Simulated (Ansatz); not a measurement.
**Hexafluoroethane (C₂F₆): taking an electron away**

The task here is to estimate one member of a computed series from the others.

Computed with Ansatz 0.2.0, Gaussian basis. Level: unrestricted cation, the program's frozen cores in correlated methods.

The runs, in order: UKS PBE-D4/def2-TZVPP; UKS r2SCAN-D4/def2-TZVPP; UKS PBE0-D4/def2-TZVPP; UKS B3LYP-D4/def2-TZVPP; UKS wB97X-V/def2-TZVPP; UKS wB97M-V/def2-TZVPP; UKS B2PLYP/def2-TZVPP; UHF-CCSD(T)/def2-TZVPP; UHF-MP2/def2-QZVPP; extrapolation to the limit; then −ε(HOMO) from the neutral's earlier runs with LDA (SPW92), PBE-D4, revPBE-D4, BLYP-D4, r2SCAN-D4, B97M-V, PBE0-D4, B3LYP-D4, r2SCANh-D4, r2SCAN0-D4, HSE06-D4, BHLYP-D4, CAM-B3LYP-D4, LC-ωPBE, ωB97X-V, ωB97M-V.

### The relaxed structure

The geometry comes from an earlier relaxation with PBE0-D4 in a triple-zeta def2 set; it is a stationary point, not always the lowest conformer.

SMILES `FC(F)(F)C(F)(F)F`, 8 atoms, charge 0, spin multiplicity 1.

Atoms are counted from 1 here; the program's logs count them from 0.

Bond lengths: F1–C2 1.325 Å, C2–F3 1.325 Å, C2–F4 1.325 Å, C2–C5 1.549 Å, C5–F6 1.325 Å, C5–F7 1.325 Å, C5–F8 1.325 Å. Angles: F1–C2–F3 109.1°, F1–C2–F4 109.1°, F1–C2–C5 109.8°, F3–C2–F4 109.1°, F3–C2–C5 109.8°, F4–C2–C5 109.8°, C2–C5–F6 109.8°, C2–C5–F7 109.8°, C2–C5–F8 109.8°, F6–C5–F7 109.1°, F6–C5–F8 109.1°, F7–C5–F8 109.1°.

The first run:

File in.yaml:

```yaml
crystal:
  periodic: [false, false, false]
  atoms:
    - {symbol: F, position_ang: [1.070713, -0.778979, 1.148129]}
    - {symbol: C, position_ang: [0.674864, -0.403717, -0.059497]}
    - {symbol: F, position_ang: [1.611411, 0.357770, -0.606208]}
    - {symbol: F, position_ang: [0.496497, -1.479876, -0.811788]}
    - {symbol: C, position_ang: [-0.651817, 0.389442, 0.045546]}
    - {symbol: F, position_ang: [-0.473077, 1.466370, 0.796646]}
    - {symbol: F, position_ang: [-1.048418, 0.763457, -1.162219]}
    - {symbol: F, position_ang: [-1.587972, -0.371567, 0.593589]}
basis:
  gaussian: {orbitals: def2-TZVPP}
total_charge: 1
magnetization: {spin_polarized: true, initial_magnetization: 1}
hamiltonian: {xc: pbe, dispersion: d4}
```

Command:

```bash
> ansatz run in.yaml --threads 2 --pin off --events-out ev --progress --plain --max-ram 32768MiB --backend cpu
```

Steps of the session up to this table: Cation, UKS PBE-D4/def2-TZVPP; Cation, UKS r2SCAN-D4/def2-TZVPP; Cation, UKS PBE0-D4/def2-TZVPP; Cation, UKS B3LYP-D4/def2-TZVPP; Cation, UKS wB97X-V/def2-TZVPP; Cation, UKS wB97M-V/def2-TZVPP; Cation, UKS B2PLYP (frozen core)/def2-TZVPP; Cation, UHF-CCSD(T)/def2-TZVPP; Cation, UHF-MP2/def2-QZVPP.

One table of the session follows, with a row left open; its other results are not shown here.

It belongs to the step «Ionisation energies side by side». Orbital estimates, from the neutral's runs:

```
  functional  −ε(HOMO) (eV)
 LDA (SPW92)           9.68
      PBE-D4           9.41
   revPBE-D4           9.30
     BLYP-D4           9.41
   r2SCAN-D4           9.87
      B97M-V          10.04
     PBE0-D4          11.33
    B3LYP-D4          11.13
  r2SCANh-D4              ?
  r2SCAN0-D4          11.65
    HSE06-D4          10.91
    BHLYP-D4          13.29
CAM-B3LYP-D4          12.94
     LC-ωPBE          14.13
     ωB97X-V          13.82
     ωB97M-V          13.73
```

Q: Estimate the row for r2SCANh-D4 from the others.

Worked estimate for «−ε(HOMO) (eV)». Against the share of exact exchange, r2SCAN-D4 (0, 9.87), r2SCAN0-D4 (0.25, 11.65) give a slope of 7.12 per unit share; at 0.1 the line stands at 10.58.

**Answer.** −ε(HOMO) (eV): 10.58. In «−ε(HOMO) (eV)» the line misses by 0.00.
